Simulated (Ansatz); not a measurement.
# COS+ (doublet): small, medium and large basis sets

An exercise on one series of results from a longer session: the logs are not shown, and one member is left open.

The runs use Ansatz 0.2.0, Gaussian basis; one geometry, several basis sets.

The runs, in order: PBE0-D4/def2-SVP; ωB97M-V/def2-SVP; PBE0-D4/def2-QZVPP; ωB97M-V/def2-QZVPP; CCSD(T)/cc-pV(D+d)Z; CCSD(T)/cc-pV(T+d)Z; CCSD(T)/cc-pV(Q+d)Z; the functionals' def2-TZVPP values are taken from earlier runs.

## The relaxed structure

An earlier PBE0-D4 in a triple-zeta def2 set relaxation fixed the geometry.

SMILES `O=C=[S+]`, 3 atoms, charge 1, spin multiplicity 2.

Atoms are counted from 1 here; the program's logs count them from 0.

Bond lengths: O1–C2 1.127 Å, C2–S3 1.624 Å. Angles: O1–C2–S3 180.0°.

Coordinates:

```
atom     x (Å)     y (Å)     z (Å)
  O1   0.92481   0.68854   0.58409
  C2   0.11873   0.08839   0.07499
  S3  -1.04354  -0.77693  -0.65908
```

Set-up of the first run:

Contents of in.yaml:

```yaml
crystal:
  periodic: [false, false, false]
  atoms:
    - {symbol: O, position_ang: [0.924812, 0.688544, 0.584094]}
    - {symbol: C, position_ang: [0.118728, 0.088387, 0.074986]}
    - {symbol: S, position_ang: [-1.043540, -0.776931, -0.659080]}
basis:
  gaussian: {orbitals: def2-SVP}
total_charge: 1
magnetization: {spin_polarized: true, initial_magnetization: 1}
hamiltonian: {xc: pbe0, dispersion: d4}
output: {orbitals: {seedname: orbitals}}
```

Command:

```console
$ ansatz run in.yaml --threads 2 --pin off --events-out ev --progress --plain --max-ram 32768MiB --backend cpu
```

Among the steps run: PBE0-D4 in def2-SVP; ωB97M-V in def2-SVP; PBE0-D4 in def2-QZVPP; ωB97M-V in def2-QZVPP.

One table of the session follows, with a row left open; its other results are not shown here.

It belongs to the step «Functionals by basis». 

```
functional       basis  HOMO (eV)  LUMO (eV)
   PBE0-D4    def2-SVP     -16.47     -13.79
   PBE0-D4  def2-TZVPP     -16.37     -13.58
   PBE0-D4  def2-QZVPP          ?          ?
   ωB97M-V    def2-SVP     -18.57     -11.58
   ωB97M-V  def2-TZVPP     -18.48     -11.40
   ωB97M-V  def2-QZVPP     -18.48     -11.40
```

Q: Estimate the row for PBE0-D4, def2-QZVPP from the others.

**Answer.** HOMO (eV): -16.37; LUMO (eV): -13.57.
